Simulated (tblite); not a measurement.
Species: C4H8P2.
Atom-mapped SMILES: `[CH:1]#[C:2][PH:3][P:4]([CH3:5])[CH3:6]` (hydrogens: H7 on C1; H8 on P3; H9, H10, H11 on C5; H12, H13, H14 on C6)

Structure optimised with GFN2-xTB, isolated species.

List the bond lengths, angles and torsions at this level.

| bond | length (Å) | order |
| --- | --- | --- |
| C1≡C2 | 1.203 | triple |
| C2–P3 | 1.760 | single |
| P3–P4 | 2.189 | single |
| P4–C5, P4–C6 | 1.855 | single |
| C1–H7 | 1.051 | single |
| P3–H8 | 1.405 | single |
| C5–H9 and 5 like bonds | 1.089 | single |

Bonds in one row agree within 0.01 Å and their mean is given. Orders are formal, as drawn. A selection of angles:
| angle | degrees |
| --- | --- |
| C2–C1–H7 | 176.9 |
| C1–C2–P3 | 173.7 |
| C2–P3–P4 | 95.8 |
| C2–P3–H8 | 94.9 |
| P4–P3–H8 | 93.1 |
| P3–P4–C5 | 97.1 |
| C5–P4–C6 | 98.3 |
| P4–C5–H9 | 108.8 |
| P4–C5–H10 | 111.6 |
| H9–C5–H10 | 109.4 |
| H12–C6–H13 | 108.5 |

Torsions: C2–P3–P4–C5 -78° (synclinal). The mirror-image conformer, all signs reversed, is as good.

P3 (three-coordinate phosphorus) is pyramidal (angles 95.8°, 94.9° and 93.1°, sum 283.8°, 0.90 Å off the plane of its three neighbours). The C–P distances run from 1.760 Å (C2–P3, drawn single) to 1.856 Å (P4–C6, drawn single), a spread of 0.096 Å. P4 (three-coordinate phosphorus) is pyramidal (angles 98.3°, 97.1° and 96.8°, sum 292.1°, 0.97 Å off the plane of its three neighbours).

Point group: C1 (no symmetry element, even within 0.4 Å). Its GFN2-xTB frequencies are all real (lowest 42 cm⁻¹). One conformer, not necessarily the lowest.

These are computed values.
